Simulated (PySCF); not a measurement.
# difluorophosphane (PHF₂): electronic excitations and core binding energies

What electronic excitations and core binding energies should difluorophosphane (PHF₂) (`FPF`) show?

Computed with PySCF 2.14.0, with density-fitted response routines of our own, on a single molecule in the gas phase. Atoms count from 0, in the outputs and in this text.

### Step 1. The molecule as given

4 atoms, charge 0, multiplicity 1; geometry from: GFN2-xTB.

Bonds of the start (Å): F0–P1 1.62, P1–F2 1.62, P1–H3 1.42.

### Step 2. TDDFT and polarisability: CAM-B3LYP/def2-SVPD

What the job is given:

```
{"job": {"kind": "uv", "xc": "CAM-B3LYP", "basis": "def2-SVPD", "nstates": 8, "ntriplets": 3}, "charge": 0, "multiplicity": 1}
F     -1.148061    -0.707186    -0.206820
P     -0.002017     0.075887     0.621805
F      1.226903    -0.570246    -0.205903
H     -0.066592     1.206318    -0.231936
```

With the program's defaults for keys left out, this is: TDDFT CAM-B3LYP/def2-SVPD, vertical, gas phase, core orbitals frozen in the response.

Command:

```bash
$ OMP_NUM_THREADS=1 python probes_run.py task.json out
```

This one command runs all jobs of the session in turn.

**Question.** This job is followed by: delta-SCF UKS SCAN, pcX-2 on the ionised atom, pcseg-1 elsewhere, spin-free X2C. Predict these results of the whole session: lowest singlet (CAM-B3LYP/def2-SVPD); brightest single state of those computed; lowest triplet; F1s binding energies, SCAN/pcX-2; P1s binding energies, SCAN/pcX-2; P2p binding energies, SCAN/pcX-2.

**Answer**, as computed:

| quantity | value |
| --- | --- |
| lowest singlet (CAM-B3LYP/def2-SVPD) | 5.89 eV (211 nm), f = 0.031 |
| brightest single state of those computed | state 3, 8.22 eV, f = 0.126 |
| lowest triplet | 4.63 eV |
| F1s binding energies, SCAN/pcX-2 | F0 693.17 eV |
| P1s binding energies, SCAN/pcX-2 | P1 2154.31 eV |
| P2p binding energies, SCAN/pcX-2 | P1 140.57 eV |

The lowest singlet, at 5.89 eV, is HOMO→LUMO 0.98 and is weak; of the 8 states computed, the strongest absorption comes from state 3 at 8.22 eV. The lowest triplet lies 1.26 eV below the lowest singlet (triplets in Tamm-Dancoff, singlets in full TDDFT).
